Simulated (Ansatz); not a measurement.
System: hcp Zr. Method: HSE06 in Ansatz (PAW).

Settings: plane-wave cutoff 500 eV, 6×6×1 k mesh (along the axes of the cell as run), Fermi–Dirac smearing 0.1 eV, scalar-relativistic PAW data made under PBE.

The cell is the one relaxed with r²SCAN.

Task: Estimate the surface energy of the (11-20) face and work function of the (11-20) face that the calculation returns.

Result: 
surface energy of the (11-20) face: 1.78 J/m²
work function of the (11-20) face: 3.08 eV

Note: exact exchange on metals is sensitive to the k mesh and can open a false gap; the run warned that the count of filled bands differs between k points.

The slab of 16 atoms is relaxed and unreconstructed.

Static lattice: no zero-point or thermal effects.

The result took very roughly 7 core-hours.

Ansatz is a quantum-chemistry and plane-wave program.
